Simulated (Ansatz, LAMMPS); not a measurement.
## Ladder of methods for the bulk modulus of fluorite CeO2

Reference value: 220 ± 9 GPa (measured, room temperature, not corrected to a static lattice, sources range from 220 to 230; as tabulated in High Pressure Brillouin Spectroscopy and X-ray Diffraction of Cerium Dioxide …).

**Question.** Put these levels in order of the bulk modulus that they give for fluorite CeO2, smallest first: LDA (Ansatz, an electronic-structure program), ionic model woodley1999 (rigid ions, LAMMPS), r²SCAN (Ansatz).

**Answer.** r²SCAN (192 GPa), LDA (206 GPa), ionic model woodley1999 (270 GPa)

Unless a cell is named, each level is at its own relaxed cell (ionic model woodley1999 13.20, LDA 12.82, r²SCAN 13.39 Å³/atom).

Differences against the reference: ionic model woodley1999 +23 %, LDA -6.4 %, r²SCAN -12.7 %.

The measured value isn't corrected to a static lattice, so vibrations enter the comparison. A static lattice is as a rule stiffer than a warm one, by over a tenth in soft solids.  Each level is taken at its own relaxed cell. Cutoffs differ between the levels. Ansatz's density-functional and Hartree–Fock values are scalar-relativistic unless marked +SOC, with PAW data made under PBE.

Empirical potentials (ionic model woodley1999) are fitted to chosen data, which need not cover the solid at hand: agreement can be built in, and what lay outside the fit can be far off.

Differences are worked out from the printed values.
